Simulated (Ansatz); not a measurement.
Two isomers of C5H8: A = `C1=CCCC1`, B = `CC1=CC1C`.

Gas-phase electronic energies from Ansatz, PBE0-D4/def2-TZVP geometries. CCSD(T)/CBS is the MP2 limit (def2-TZVPP, def2-QZVPP) plus CCSD(T) − MP2 in def2-TZVPP, frozen cores. Functionals use def2-TZVPP. B3LYP here is the variant with VWN-RPA as its local correlation; programs differ in this.

(1) Which isomer does CCSD(T)/CBS put lower? Give the gap. (Estimate.)

(2) Give E(B) − E(A) in kJ/mol with MP2/def2-TZVPP, HF/def2-TZVPP, PBE-D4, CCSD(T)/def2-TZVPP, B2PLYP, CCSD/def2-TZVPP, B3LYP-D4. (Estimate.)

Largest T1 diagnostic: 0.010.

## Answers

(1) Computed: A, by 183.1 kJ/mol.

(2) Ansatz gave: MP2/def2-TZVPP 179.6, HF/def2-TZVPP 184.6, PBE-D4 168.3, CCSD(T)/def2-TZVPP 184.5, B2PLYP 174.9, CCSD/def2-TZVPP 185.4, B3LYP-D4 173.8. None reverses the order clearly.

From PBE to PBE0 (25 % exact exchange), in def2-TZVPP and without D4, E(B) − E(A) moves by +10.1 kJ/mol. The D4 term adds +4.8 kJ/mol with B3LYP and +2.1 kJ/mol with PBE0; it sums over pairs of atoms, weighted by their polarisabilities, and B3LYP, whose exchange is more repulsive, gets the larger term.
